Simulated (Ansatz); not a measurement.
A calculation with Ansatz (development build ahead of 0.2.0).

```yaml
crystal:
  periodic: [false, false, false]
  atoms:
    - { symbol: C, position_ang: [0.0, 0.0, -1.30725] }
    - { symbol: "N", position_ang: [0.0, 0.0, 0.0] }
    - { symbol: C, position_ang: [0.0, 0.0, 1.30725] }
basis:
  gaussian: { orbitals: def2-SVP }
magnetization:
  initial_magnetization: 1
hamiltonian:
  xc: hf
correlation:
  method: mp2
  frozen_orbitals: { C: 1, "N": 1 }
```

The input is written out in the form of the current development build from the run's settings. Correlation on restricted open-shell orbitals is semicanonical, with singles.

Output:

```
Converged                                                          : yes
Reference energy                                                   : -129.87940 hartree
Correlation energy                                                 : -0.36860 hartree
Total energy                                                       : -130.24800 hartree
Spin squared of the determinant                                    : 0.750
Stability test                                                     : minimum among restricted orbitals
Occupied orbitals by symmetry in an Abelian subgroup (alpha; beta) : 4 Ag 3 B1u 1 B2g 1 B2u 1 B3u; 4 Ag 3 B1u 1 B2u 1 B3u
```

Messages of the program:
```
mean field -3534.19842383 eV, -129.8793965101 hartree, gradient 2.5e-6 eV, S^2 0.750000; 4 other ends of a descent, 0 dependent functions left out
```

Caution: an unrestricted determinant lies well below.
